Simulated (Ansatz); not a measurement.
Br (model structure, started from the simple cubic type, Pm-3m, No. 221, 1 atom in the cell)

Computed with r²SCAN (PAW; Ansatz, a program for electronic structure).

Run with plane-wave cutoff 500 eV, 12×12×12 k mesh, Fermi–Dirac smearing 0.05 eV, scalar-relativistic PAW data made under PBE.

Cell (relaxed at this level):

```cif
data_Br
_chemical_formula_sum 'Br1'
_space_group_name_H-M_alt 'Pm-3m'
_space_group_IT_number 221
_space_group_name_Hall '-P 4 2 3'
_cell_length_a 3.07932
_cell_length_b 3.07932
_cell_length_c 3.07932
_cell_angle_alpha 90.000
_cell_angle_beta 90.000
_cell_angle_gamma 90.000
loop_
_atom_site_label
_atom_site_type_symbol
_atom_site_symmetry_multiplicity
_atom_site_Wyckoff_symbol
_atom_site_fract_x
_atom_site_fract_y
_atom_site_fract_z
_atom_site_occupancy
Br1 Br 1 a 0.00000 0.00000 0.00000 1
```

```json
{
 "band_gap": "zero (no gap)"
}
```

Note: the relaxation could raise the start's symmetry but not lower it, so the cell can be a saddle point.

Spin–orbit coupling is not included.

Static lattice: no zero-point or thermal effects.

It cost about 9 core-seconds (a rough figure) of CPU time.

A model structure was made by putting elements into a prototype or built by hand; it is no filed structure, need not be a known phase, and can be a saddle point held by its symmetry.
